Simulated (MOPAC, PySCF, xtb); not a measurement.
Pair of molecules: HCl (SMILES Cl) (first 2 atoms) with HCl (SMILES Cl); geometry from NCB31 set.
(charge 0, multiplicity 1):
```xyz
4

Cl     1.86082    -0.06541    -0.00007
H      1.75394     1.21098     0.00034
Cl    -1.92527     0.00557    -0.00010
H     -0.65843    -0.19370     0.00248
```

Counterpoise-corrected where a basis set is named; no monomer relaxation. Rows marked so take none.

Rows in LANL2DZ carry no dispersion term and start afresh at each structure. LANL2DZ brings its own core potentials from Na on. The state that PM6 reach isn't checked.

Programs: MOPAC for PM6 (differences of heats of formation); PySCF for LANL2DZ rows; xtb for the GFN methods. 

Problem. One of these levels gives -81.4 meV for the interaction energy. Which?
A) GFN-FF
B) B3LYP/LANL2DZ (no counterpoise)
C) PM6

Solution. B, B3LYP/LANL2DZ (no counterpoise). The others give -142.8 (GFN-FF), -40.3 (PM6)
